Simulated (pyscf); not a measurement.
PySCF, gas phase, ωB97X-D3(BJ)/def2-SVP geometries.

Q: PBE/def2-TZVP puts the barrier of `[O]=[As][OH]` + `[H][H]` → `[O]=[AsH]` + `[OH2]` (four-centre exchange; singlet surface; As–O, H–H broken, As–H, H–O formed) at 31.3 kcal/mol and the reaction energy at +20.5 kcal/mol, from the separated reactants. What do B3LYP-D3(BJ)/def2-TZVP, M06-2X/def2-TZVP, ωB97M-D3(BJ)/def2-TZVP give on the same structures?

A: B3LYP-D3(BJ): ΔE‡ = 36.7 kcal/mol, ΔE = +19.6 kcal/mol; M06-2X: ΔE‡ = 39.3 kcal/mol, ΔE = +21.4 kcal/mol; ωB97M-D3(BJ): ΔE‡ = 38.0 kcal/mol, ΔE = +18.9 kcal/mol. PBE's barrier lies under all of them, by 5.5 to 8.0 kcal/mol. Its reaction energy lies among theirs. Low barriers are usual for a GGA, whose delocalisation error favours stretched bonds. On the product side the descent ends in a bound adduct, 10.8 kcal/mol under the separated species and 29.0 kcal/mol under the saddle at ωB97X-D3(BJ)/def2-TZVP. At the saddle there is also a short As–H contact that neither side keeps. O=AsH lies 7.5 kcal/mol over its isomer HO–As: [triplet] (electronic energy, ωB97M-D3(BJ)/def2-TZVP). One saddle was located; it need not be the lowest between these sides. Elements up to Kr have no core potential and no relativistic terms here.
